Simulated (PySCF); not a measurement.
C3H4FN.
Atom-mapped SMILES: `[CH3:1][C@@H:2]([F:3])[C:4]#[N:5]` (hydrogens: H6, H7, H8 on C1; H9 on C2)

Structure optimised with GFN2-xTB, isolated species.

Problem. Give the optimised bond lengths and angles.

Solution. 
```
               bond  length (Å)   order
              C1–C2       1.525  single
              C2–F3       1.381  single
              C2–C4       1.455  single
              C4≡N5       1.141  triple
C1–H6, C1–H7, C1–H8       1.087  single
              C2–H9       1.101  single
```

Bonds in one row agree within 0.01 Å and their mean is given. Orders are formal, as drawn. A selection of angles:
```
   angle  degrees
C2–C1–H6    109.5
H6–C1–H7    109.0
C1–C2–F3    109.7
C1–C2–C4    110.7
C1–C2–H9    111.7
F3–C2–C4    109.5
F3–C2–H9    106.2
C4–C2–H9    108.9
C2–C4–N5    178.9
```

The 2 C–C bonds span 1.455 Å (C2–C4, drawn single) to 1.525 Å (C1–C2, drawn single), a spread of 0.070 Å.

Point group: C1 (no symmetry element, even within 0.4 Å). GFN2-xTB frequencies: not computed here.
